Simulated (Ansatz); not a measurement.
Spinel MgSc2S4

These are PBEsol in Ansatz (plane waves, PAW) values and carry that method's errors.

Settings: plane-wave cutoff 520 eV, 6×6×6 k mesh, Fermi–Dirac smearing 0.01 eV, scalar-relativistic PAW data made under PBE.

Cell (relaxed at this level):

MgSc2S4 is modelled in the cubic space group Fd-3m, origin choice 1 (No. 227), the spinel structure, Pearson symbol cF56. Conventional cell: a = 10.581 Å, b = 10.581 Å, c = 10.581 Å, α = 90.00°, β = 90.00°, γ = 90.00°. Sc on 16d sees 6 S at 2.563 Å (octahedral). S on 32e is coordinated by 1 Mg at 2.439 Å and 3 Sc at 2.563 Å. Mg on 8a has 4 S at 2.439 Å (tetrahedral). (Neighbours: up to the widest gap in distance over summed covalent radii, below 1.35, at either atom; cation-cation and far metal-metal contacts left out.)
(The calculation used a cell of 14 atoms; values per cell refer to that cell.)

```json
{
 "band_gap": "1.46 eV (on the SCF k mesh)"
}
```

Ansatz is a quantum-chemistry and plane-wave program.
